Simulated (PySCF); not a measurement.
Gas-phase reaction: BH2F + BF3 + 2 O → 2 BF2OH

Computed with PySCF (xtb for GFN2) and rigid-rotor harmonic-oscillator thermochemistry at 1 bar. † marks an energy on the PBE0/def2-TZVP geometry and frequencies; other levels use their own. MP2 and CCSD(T) freeze the core. 6-31G* has spherical d functions here. Open shells (unrestricted): O (multiplicity 3); the rest are closed-shell singlets. GFN2 has no spin-polarisation term. Spin-orbit splitting is ignored; it lowers the true energy and changes the entropy of O. B3LYP is the form with VWN-RPA correlation. BH2F, BF2OH: computed as isolated molecules; such fragments, hydroxides, amides, oligomers or adducts are transient or little studied in the gas. MP2 isn't extrapolated to the basis-set limit. CCSD(T) isn't extrapolated to the basis-set limit.

```json
[
 {"level": "B3LYP/6-31G*", "ΔH°(298 K), kJ": "…"},
 {"level": "CCSD(T)/def2-SVP†", "ΔH°(298 K), kJ": "-1158"},
 {"level": "CCSD(T)/def2-TZVPP†", "ΔH°(298 K), kJ": "-1198"},
 {"level": "GFN2-xTB", "ΔH°(298 K), kJ": "…"},
 {"level": "HF/def2-TZVP†", "ΔH°(298 K), kJ": "-793"},
 {"level": "M06-2X/def2-TZVP†", "ΔH°(298 K), kJ": "…"},
 {"level": "MP2/def2-SVP†", "ΔH°(298 K), kJ": "-1228"},
 {"level": "PBE0/def2-SVP†", "ΔH°(298 K), kJ": "…"},
 {"level": "LDA/def2-TZVP†", "ΔH°(298 K), kJ": "-1503"}
]
```

Problem. What belongs in the gaps?

Solution. 
- B3LYP/6-31G*, ΔH°(298 K), kJ: -1169
- GFN2-xTB, ΔH°(298 K), kJ: -1820
- M06-2X/def2-TZVP†, ΔH°(298 K), kJ: -1248
- PBE0/def2-SVP†, ΔH°(298 K), kJ: -1239
